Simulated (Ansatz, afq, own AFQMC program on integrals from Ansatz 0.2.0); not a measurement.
AFQMC on a folder of integrals that Ansatz 0.2.0 wrote.

```yaml
crystal:
  periodic: [false, false, false]
  atoms:
    - {symbol: Se, position_ang: [0.000000, 0.000000, 0.000000]}
basis:
  gaussian: {orbitals: 6-31G}
magnetization: {spin_polarized: true, initial_magnetization: 2}
correlation: {method: ccsd_t, electrons: outside_noble_gas, hamiltonian_folder: ham}
```

```sh
$ ansatz run in.yaml --threads 1 --pin off --events-out ev --progress --plain --max-ram 15360MiB --backend cuda --devices 0, --max-vram 18GiB
```

Options of the walk:

```
--method phaseless --trial cisd --walkers 4000 --populations 20 --least-time 60 --time-step 0.005 --steps-per-block 50 --equilibration-blocks 28 --max-blocks 4000 --target-error 9e-05 --factor-cut 1e-05 --start spin_pure --seed 4873 --release-times 0.24,0.5,1,1.5 --release-step 0.02 --release-every 3 --taylor-order 6
```

Times are imaginary, in 1/Eh. The walk had a cap of 122 s. With eight or more populations the least sampling time is a fifth of least-time, and the error comes from their spread. Filled inner d shells are frozen with the cores.

```
orbitals 15  electrons 4 2  factors 90 of 195
reference energy -2399.47883676 Eh
CCSD correlation -0.02479337 Eh in 7 cycles, weight of the determinant in the CISD state 0.9858
energy of the start -2399.503630 Eh
 block  time / (1/Eh)  mean weight  energy / Eh
     1     0.250  1.0000  -2399.503634
     2     0.500  0.9999  -2399.503689
     3     0.750  1.0000  -2399.503738
     4     1.000  1.0000  -2399.503771
     5     1.250  1.0000  -2399.503805
    10     2.500  1.0001  -2399.503894
    15     3.750  1.0001  -2399.503909
    20     5.000  1.0000  -2399.503976
    25     6.250  1.0001  -2399.503913
    30     7.500  1.0000  -2399.503873
    35     8.750  0.9998  -2399.503899
    40    10.000  0.9999  -2399.503911
    43    10.750  1.0001  -2399.503849
    45    11.250  1.0001  -2399.503928
    50    12.500  1.0001  -2399.503915
    55    13.750  0.9999  -2399.503916
    60    15.000  1.0000  -2399.503928
    65    16.250  1.0001  -2399.503965
    70    17.500  0.9999  -2399.503897
    75    18.750  1.0000  -2399.503874
    78    19.500  0.9998  -2399.503864
error from the spread of 20 populations
released: time / (1/Eh)  energy / Eh  error  mean overlap
  0.24  -2399.503911  0.000006  0.9996
  0.50  -2399.503910  0.000005  0.9998
  1.00  -2399.503910  0.000004  0.9992
  1.50  -2399.503912  0.000004  0.9994
energy -2399.503911 +/- 0.000009 Eh
(rows thinned)
```

Estimate how long the walk took on 1 × NVIDIA H100 80GB HBM3 with 2 threads of AMD EPYC 7R13 Processor (Zen 3), with other jobs on the host (the card was shared).

18 s of wall time.

The run passed its tests (sampling time, drift between the halves within three errors, error under three times the target), which doesn't prove that it has relaxed.

Against this walk (error 0.2 meV) on the same determinant: CCSD(T) 1.3 meV higher, CCSDT(Q) 0.1 meV lower (within the noise), CCSDTQ 0.0 meV lower (within the noise), full CI 0.0 meV lower (within the noise). The error is statistical and leaves out the bias of the constraint. Released to 1.50 1/Eh the energy moves by 0.0 ± 0.3 meV (both errors), within twice the noise.

Cautions: constraint bias not in the error; no relativity below Rb; no spin-orbit coupling; inner d shell frozen.

CCSDT and higher add their correlation energy to the determinant of the CCSD(T) run, since their own runs factorise the integrals more tightly (a shift of under 2 meV). A walk keeps the symmetry of its determinant, which the program's search chose and which needn't be the lowest solution, so a lower state of the same spin and another symmetry isn't excluded.
